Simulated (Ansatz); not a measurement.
Task: a ranking of conformers of C3H5Cl2F, SMILES CCC(F)(Cl)Cl, with Ansatz 0.2.0 through its Python package. Give the script and its output. Use (for the species named): PBE, def2-SVP basis, multiplicity 1.

Script `conformers_c3h5cl2f.py`:
```python
'''Conformer energies of C3H5Cl2F.'''

from dataclasses import dataclass

import ansatz as az
from rdkit import Chem
from rdkit.Chem import AllChem


@dataclass(frozen=True)
class Settings:
    basis_set: str = 'def2-SVP'
    functional: str = 'PBE'


settings = Settings()

rd = Chem.AddHs(Chem.MolFromSmiles('CCC(F)(Cl)Cl'))
ids = list(AllChem.EmbedMultipleConfs(rd, numConfs=20, randomSeed=923, pruneRmsThresh=0.4))
field = [energy for _, energy in AllChem.MMFFOptimizeMoleculeConfs(rd)]
distinct = {round(e, 2): i for i, e in zip(ids, field)}
chosen = sorted(distinct.items())[:5]
found = []
for force_field, index in chosen:
    c3h5cl2f = az.Crystal.molecule()
    for atom, xyz in zip(rd.GetAtoms(), rd.GetConformer(index).GetPositions()):
        c3h5cl2f = c3h5cl2f.atom(atom.GetSymbol(), xyz.round(5).tolist())
    setup = (
        c3h5cl2f.calculation()
        .basis(gaussian=settings.basis_set)  # the orbital basis, by name
        .functional(settings.functional)
    )
    found.append(setup.run(threads=1, backend='cpu').report['free_energy_ev'])
print('conformer   MMFF (kcal/mol)   this level (eV)')
for (force_field, index), e in zip(chosen, found):
    print(f'{index:9d} {force_field - chosen[0][0]:17.2f} {(e - min(found)):17.3f}')
```

`python conformers_c3h5cl2f.py` gives:
```text
conformer   MMFF (kcal/mol)   this level (eV)
        0              0.00             0.000
        2              0.12             0.015
```

The conformers keep their force-field geometries. Hardware and time: 7.8 s on 1 thread of Intel(R) Xeon(R) Platinum 8259CL CPU @ 2.50GHz (Skylake/Cascade Lake) (shared host), peak memory 0.28 GiB.
